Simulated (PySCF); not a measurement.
# HF: electronic structure in real space, part 3 of 3

For HF, the scripts below analyse its density (charges, bond critical points, surface potential), see where an electron leaves and enters and measure its response to a uniform field.

PySCF 2.14.0; Gaussian basis, gas phase. Earlier steps stand in the parts before.

## Step 5: Response to an electric field (M06-2X/def2-svpd)

input.py

```python
import numpy as np
from pyscf import gto, scf, dft
from pyscf.scf import atom_ks, atom_hf
from scipy.linalg import block_diag

def solve(mol, dm0=None, hcore=None):
    mf = (dft.UKS if mol.spin else dft.RKS)(mol, xc='m062x')
    mf.grids.level = 3
    mf = mf.density_fit(auxbasis='def2-universal-jkfit')
    mf.conv_tol, mf.max_cycle = 1e-8, 80
    if hcore is not None:
        mf.get_hcore = lambda *args: hcore
    mf.kernel(dm0)
    if not mf.converged:
        mf = mf.newton().run(mf.mo_coeff, mf.mo_occ, max_cycle=30)
    assert mf.converged, 'SCF not converged'
    return mf

mol = gto.M(atom='''
F      0.09324     0.00000     0.00000
H     -0.83919     0.00000     0.00000
''', basis='def2-svpd', charge=0, spin=0, verbose=4)
field = np.array([-0.01, -0.0, -0.0])  # atomic units
mol.set_common_orig(mol.atom_charges() @ mol.atom_coords() / mol.atom_charges().sum())
mf = solve(mol)
out = dict(dm0=mf.make_rdm1(), d0=mf.dip_moment(unit='AU'), e0=mf.e_tot)
for name, sign in (('p', 1), ('m', -1)):
    h = mf.get_hcore() + sign * np.einsum('x,xij->ij', field, mol.intor('int1e_r'))
    mi = solve(mol, mf.make_rdm1(), h)
    out.update({'dm' + name: mi.make_rdm1(), 'd' + name: mi.dip_moment(unit='AU'), 'e' + name: mi.e_tot})
# spherically averaged free atoms, for the promolecule
atm = atom_ks.get_atm_nrks(mol, xc='m062x')
pro = block_diag(*[(atm[a[0]][2] * atm[a[0]][3]) @ atm[a[0]][2].T for a in mol._atom])
np.savez('result.npz', pro=pro, **out)
```

The run is started by

```sh
$ OMP_NUM_THREADS=1 python input.py
```

The program printed:

```text
[ENV] PYSCF_TMPDIR <dir>
[ENV] PYSCF_MAX_MEMORY 1375
[INPUT] verbose = 4
[INPUT] num. atoms = 2
[INPUT] num. electrons = 10
[INPUT] charge = 0
[INPUT] spin (= nelec alpha-beta = 2S) = 0
[INPUT] symmetry False subgroup None
[INPUT] Mole.unit = angstrom
[INPUT] Symbol           X                Y                Z      unit          X                Y                Z       unit  Magmom
[INPUT]  1 F      0.093240000000   0.000000000000   0.000000000000 AA    0.176198063854   0.000000000000   0.000000000000 Bohr   0.0
[INPUT]  2 H     -0.839190000000   0.000000000000   0.000000000000 AA   -1.585839266474   0.000000000000   0.000000000000 Bohr   0.0

nuclear repulsion = 5.10772379511599
number of shells = 13
number of NR pGTOs = 43
number of NR cGTOs = 31
basis = def2-svpd
ecp = {}

******** <class 'pyscf.df.df_jk.DFRKS'> ********
method = DFRKS
initial guess = minao
damping factor = 0
level_shift factor = 0
DIIS = <class 'pyscf.scf.diis.CDIIS'>
diis_start_cycle = 1
diis_space = 8
diis_damp = 0
SCF conv_tol = 1e-08
SCF conv_tol_grad = None
SCF max_cycles = 80
direct_scf = False
XC library pyscf.dft.libxc version 7.0.0
    S. Lehtola, C. Steigemann, M. J.T. Oliveira, and M. A.L. Marques.,  SoftwareX 7, 1–5 (2018)
XC functionals = m062x
    Y. Zhao and D. G. Truhlar.,  Theor. Chem. Acc. 120, 215 (2008)
    Y. Zhao and D. G. Truhlar.,  Theor. Chem. Acc. 120, 215 (2008)
radial grids:
    Treutler-Ahlrichs [JCP 102, 346 (1995); DOI:10.1063/1.469408] (M4) radial grids

becke partition: Becke, JCP 88, 2547 (1988); DOI:10.1063/1.454033
pruning grids: <function nwchem_prune at 0x792bf5b81ee0>
grids dens level: 3
symmetrized grids: False
atomic radii adjust function: <function treutler_atomic_radii_adjust at 0x792bf5b823e0>
small_rho_cutoff = 0
Set gradient conv threshold to 0.0001
Initial guess from minao.
tot grids = 24072
******** <class 'pyscf.df.df.DF'> ********
auxbasis = def2-universal-jkfit
init E= -100.206989461279
  HOMO = -0.56499035226063  LUMO = 0.0211947431602981  gap/eV = 15.95091
cycle= 1 E= -100.306998585844  delta_E= -0.1  |g|= 0.404  |ddm|= 0.946
  HOMO = -0.423438975077578  LUMO = 0.025184516994611  gap/eV = 12.20767
cycle= 2 E= -100.306832865294  delta_E= 0.000166  |g|= 0.439  |ddm|= 0.472
  HOMO = -0.521220243896576  LUMO = 0.0261066496303917  gap/eV = 14.89352
cycle= 3 E= -100.336926567152  delta_E= -0.0301  |g|= 0.0247  |ddm|= 0.225
  HOMO = -0.514949451097264  LUMO = 0.0300043807729358  gap/eV = 14.82895
cycle= 4 E= -100.337020817947  delta_E= -9.43e-05  |g|= 0.00289  |ddm|= 0.0151
  HOMO = -0.51544704509662  LUMO = 0.0302821463012917  gap/eV = 14.85005
cycle= 5 E= -100.337023242967  delta_E= -2.43e-06  |g|= 0.000361  |ddm|= 0.0031
  HOMO = -0.515532855088766  LUMO = 0.0303165154243725  gap/eV = 14.85332
cycle= 6 E= -100.337023311322  delta_E= -6.84e-08  |g|= 4.01e-05  |ddm|= 0.000746
  HOMO = -0.515529158032626  LUMO = 0.0303182194481044  gap/eV = 14.85326
cycle= 7 E= -100.337023312174  delta_E= -8.52e-10  |g|= 3.08e-06  |ddm|= 8.46e-05
  HOMO = -0.515530565913969  LUMO = 0.0303185914122146  gap/eV = 14.85331
Extra cycle  E= -100.337023312177  delta_E= -2.73e-12  |g|= 2.44e-06  |ddm|= 3.95e-06
converged SCF energy = -100.337023312177
Dipole moment(X, Y, Z, A.U.): -0.74098, -0.00000,  0.00000

******** <class 'pyscf.df.df_jk.DFRKS'> ********
method = DFRKS
initial guess = minao
damping factor = 0
level_shift factor = 0
DIIS = <class 'pyscf.scf.diis.CDIIS'>
diis_start_cycle = 1
diis_space = 8
diis_damp = 0
SCF conv_tol = 1e-08
SCF conv_tol_grad = None
SCF max_cycles = 80
direct_scf = False
XC library pyscf.dft.libxc version 7.0.0
    S. Lehtola, C. Steigemann, M. J.T. Oliveira, and M. A.L. Marques.,  SoftwareX 7, 1–5 (2018)
XC functionals = m062x
    Y. Zhao and D. G. Truhlar.,  Theor. Chem. Acc. 120, 215 (2008)
    Y. Zhao and D. G. Truhlar.,  Theor. Chem. Acc. 120, 215 (2008)
radial grids:
    Treutler-Ahlrichs [JCP 102, 346 (1995); DOI:10.1063/1.469408] (M4) radial grids

becke partition: Becke, JCP 88, 2547 (1988); DOI:10.1063/1.454033
pruning grids: <function nwchem_prune at 0x792bf5b81ee0>
grids dens level: 3
symmetrized grids: False
atomic radii adjust function: <function treutler_atomic_radii_adjust at 0x792bf5b823e0>
small_rho_cutoff = 0
Overwritten attributes  get_hcore  of <class 'pyscf.df.df_jk.DFRKS'>
Set gradient conv threshold to 0.0001
tot grids = 24072
******** <class 'pyscf.df.df.DF'> ********
auxbasis = def2-universal-jkfit
init E= -100.344433130576
  HOMO = -0.516794059745677  LUMO = 0.0553875122325564  gap/eV = 15.56985
cycle= 1 E= -100.344713254174  delta_E= -0.00028  |g|= 0.0139  |ddm|= 0.0326
  HOMO = -0.51132812716281  LUMO = 0.0530310907572291  gap/eV = 15.35700
cycle= 2 E= -100.344716413036  delta_E= -3.16e-06  |g|= 0.0134  |ddm|= 0.0154
  HOMO = -0.514564031646031  LUMO = 0.0529013820430606  gap/eV = 15.44152
cycle= 3 E= -100.344744127253  delta_E= -2.77e-05  |g|= 0.00116  |ddm|= 0.00722
  HOMO = -0.514266551924917  LUMO = 0.0529309883477289  gap/eV = 15.43423
cycle= 4 E= -100.344744342399  delta_E= -2.15e-07  |g|= 9.5e-05  |ddm|= 0.000586
  HOMO = -0.514259766625916  LUMO = 0.0528941647773671  gap/eV = 15.43304
cycle= 5 E= -100.344744347546  delta_E= -5.15e-09  |g|= 9.17e-06  |ddm|= 0.000202
  HOMO = -0.514259102731559  LUMO = 0.0528939593999  gap/eV = 15.43302
Extra cycle  E= -100.344744347596  delta_E= -5.02e-11  |g|= 2.39e-06  |ddm|= 1.26e-05
converged SCF energy = -100.344744347596
Dipole moment(X, Y, Z, A.U.): -0.80310,  0.00000,  0.00000

******** <class 'pyscf.df.df_jk.DFRKS'> ********
method = DFRKS
initial guess = minao
damping factor = 0
level_shift factor = 0
DIIS = <class 'pyscf.scf.diis.CDIIS'>
diis_start_cycle = 1
diis_space = 8
diis_damp = 0
SCF conv_tol = 1e-08
SCF conv_tol_grad = None
SCF max_cycles = 80
direct_scf = False
XC library pyscf.dft.libxc version 7.0.0
    S. Lehtola, C. Steigemann, M. J.T. Oliveira, and M. A.L. Marques.,  SoftwareX 7, 1–5 (2018)
XC functionals = m062x
    Y. Zhao and D. G. Truhlar.,  Theor. Chem. Acc. 120, 215 (2008)
    Y. Zhao and D. G. Truhlar.,  Theor. Chem. Acc. 120, 215 (2008)
radial grids:
    Treutler-Ahlrichs [JCP 102, 346 (1995); DOI:10.1063/1.469408] (M4) radial grids

becke partition: Becke, JCP 88, 2547 (1988); DOI:10.1063/1.454033
pruning grids: <function nwchem_prune at 0x792bf5b81ee0>
grids dens level: 3
symmetrized grids: False
atomic radii adjust function: <function treutler_atomic_radii_adjust at 0x792bf5b823e0>
small_rho_cutoff = 0
Set gradient conv threshold to 0.0001
tot grids = 24072
******** <class 'pyscf.df.df.DF'> ********
auxbasis = def2-universal-jkfit
init E= -100.329613493777
  HOMO = -0.514325096888973  LUMO = 0.0031373465786837  gap/eV = 14.08087
cycle= 1 E= -100.329890869292  delta_E= -0.000277  |g|= 0.0151  |ddm|= 0.0333
  HOMO = -0.520499696384791  LUMO = 0.00600088260093123  gap/eV = 14.32681
cycle= 2 E= -100.329891853172  delta_E= -9.84e-07  |g|= 0.0152  |ddm|= 0.0166
  HOMO = -0.516908798686269  LUMO = 0.0060725928684171  gap/eV = 14.23105
cycle= 3 E= -100.329927508599  delta_E= -3.57e-05  |g|= 0.00114  |ddm|= 0.00796
  HOMO = -0.517202962170232  LUMO = 0.00607297106116889  gap/eV = 14.23906
cycle= 4 E= -100.329927717217  delta_E= -2.09e-07  |g|= 0.000104  |ddm|= 0.000571
  HOMO = -0.517213881368538  LUMO = 0.00612214096804742  gap/eV = 14.24070
cycle= 5 E= -100.329927723446  delta_E= -6.23e-09  |g|= 1.04e-05  |ddm|= 0.000205
  HOMO = -0.517214741661581  LUMO = 0.00612250741377363  gap/eV = 14.24073
Extra cycle  E= -100.329927723513  delta_E= -6.71e-11  |g|= 2.84e-06  |ddm|= 1.47e-05
converged SCF energy = -100.329927723513
Dipole moment(X, Y, Z, A.U.): -0.67797, -0.00000,  0.00000
Spherically averaged atomic KS for {'F', 'H'}

******** <class 'pyscf.scf.atom_ks.AtomSphAverageRKS'> ********
method = AtomSphAverageRKS
initial guess = vsap
damping factor = 0
level_shift factor = 0
diis_start_cycle = 1
diis_space = 12
SCF conv_tol = 1e-09
SCF conv_tol_grad = None
SCF max_cycles = 50
direct_scf = True
direct_scf_tol = 1e-13
XC library pyscf.dft.libxc version 7.0.0
    S. Lehtola, C. Steigemann, M. J.T. Oliveira, and M. A.L. Marques.,  SoftwareX 7, 1–5 (2018)
XC functionals = m062x
    Y. Zhao and D. G. Truhlar.,  Theor. Chem. Acc. 120, 215 (2008)
    Y. Zhao and D. G. Truhlar.,  Theor. Chem. Acc. 120, 215 (2008)
radial grids:
    Treutler-Ahlrichs [JCP 102, 346 (1995); DOI:10.1063/1.469408] (M4) radial grids

becke partition: Becke, JCP 88, 2547 (1988); DOI:10.1063/1.454033
pruning grids: <function nwchem_prune at 0x792bf5b81ee0>
grids dens level: 3
symmetrized grids: False
atomic radii adjust function: <function treutler_atomic_radii_adjust at 0x792bf5b823e0>
User specified grid scheme (100, 434)
small_rho_cutoff = 0
Set gradient conv threshold to 3.16228e-05
tot grids = 25232
init E= -94.3363591240367
cycle= 1 E= -94.3396427175088  delta_E= -0.00328  |g|=    0  |ddm|= 0.17
cycle= 2 E= -94.3402661135685  delta_E= -0.000623  |g|=    0  |ddm|= 0.112
cycle= 3 E= -94.3420136090412  delta_E= -0.00175  |g|=    0  |ddm|= 0.0565
cycle= 4 E= -94.3420172561009  delta_E= -3.65e-06  |g|=    0  |ddm|= 0.00824
cycle= 5 E= -94.3420266751325  delta_E= -9.42e-06  |g|=    0  |ddm|= 0.00419
cycle= 6 E= -94.3420266965003  delta_E= -2.14e-08  |g|=    0  |ddm|= 0.00063
cycle= 7 E= -94.3420267514131  delta_E= -5.49e-08  |g|=    0  |ddm|= 0.00032
cycle= 8 E= -94.3420267515379  delta_E= -1.25e-10  |g|=    0  |ddm|= 4.82e-05
Extra cycle  E= -94.3420267516272  delta_E= -8.93e-11  |g|=    0  |ddm|= 4.15e-05
Atomic HF for atom  F  converged. SCF energy = -94.3420267516272

******** <class 'pyscf.scf.atom_ks.AtomSphAverageRKS'> ********
method = AtomSphAverageRKS
initial guess = vsap
damping factor = 0
level_shift factor = 0
diis_start_cycle = 1
diis_space = 12
SCF conv_tol = 1e-09
SCF conv_tol_grad = None
SCF max_cycles = 50
direct_scf = True
direct_scf_tol = 1e-13
XC library pyscf.dft.libxc version 7.0.0
    S. Lehtola, C. Steigemann, M. J.T. Oliveira, and M. A.L. Marques.,  SoftwareX 7, 1–5 (2018)
XC functionals = m062x
    Y. Zhao and D. G. Truhlar.,  Theor. Chem. Acc. 120, 215 (2008)
    Y. Zhao and D. G. Truhlar.,  Theor. Chem. Acc. 120, 215 (2008)
radial grids:
    Treutler-Ahlrichs [JCP 102, 346 (1995); DOI:10.1063/1.469408] (M4) radial grids

becke partition: Becke, JCP 88, 2547 (1988); DOI:10.1063/1.454033
pruning grids: <function nwchem_prune at 0x792bf5b81ee0>
grids dens level: 3
symmetrized grids: False
atomic radii adjust function: <function treutler_atomic_radii_adjust at 0x792bf5b823e0>
User specified grid scheme (100, 434)
small_rho_cutoff = 0
Set gradient conv threshold to 3.16228e-05
tot grids = 26240
init E= 4.69994801566576
cycle= 1 E= 4.69421165033952  delta_E= -0.00574  |g|=    0  |ddm|= 0.192
cycle= 2 E= 4.69412263475763  delta_E= -8.9e-05  |g|=    0  |ddm|= 0.0225
cycle= 3 E= 4.69412212539433  delta_E= -5.09e-07  |g|=    0  |ddm|= 0.00171
cycle= 4 E= 4.69412212209022  delta_E= -3.3e-09  |g|=    0  |ddm|= 0.000138
cycle= 5 E= 4.69412212207335  delta_E= -1.69e-11  |g|=    0  |ddm|= 5.53e-06
Extra cycle  E= 4.69412212206888  delta_E= -4.47e-12  |g|=    0  |ddm|= 5.07e-06
Atomic HF for atom  H  converged. SCF energy = 4.69412212206888
```

It took 1.5 s on 1 thread of Intel Xeon 6975P-C (Granite Rapids), shared host; peak memory 0.18 GiB.

## Step 6: Analysis of result.npz

Change of the density in a field of 0.51 V/Å.

The induced dipole is 0.16 D (along the field); α along this axis, from the fields in both directions, is 6 bohr³ (0.9 Å³).

Electrons gather most on F1 (Hirshfeld charge changes by −0.013 e) and leave H2 most (+0.013 e); 0.022 electrons are displaced in all.

## Step 7: Outcome

This closing draws on all 3 parts.

| quantity | value |
| --- | --- |
| dipole moment (wB97X/def2-svpd) | 1.87 D |
| HOMO, LUMO (wB97X/def2-svpd) | -14.52, 2.62 eV |
| polarisability along the field (M06-2X/def2-svpd) | 6.3 bohr³ |

At wB97X/def2-svpd: The highest Hirshfeld charge is on H2 (+0.22 e), the lowest on F1 (−0.22 e). Measured dipole moment of FH: 1.82653 D (Liu, Meijer, Perez-Rios, Phys. Chem. Chem. Phys. 22 (2020) 24191). This calculation gives 1.87 D (+0.04 D). 3 values of this kind are on record (1.819 to 1.827 D); this one was drawn at random among those near their median. The geometry is from GFN2-xTB, and vibration is left out. The geometry was not optimised at these levels.
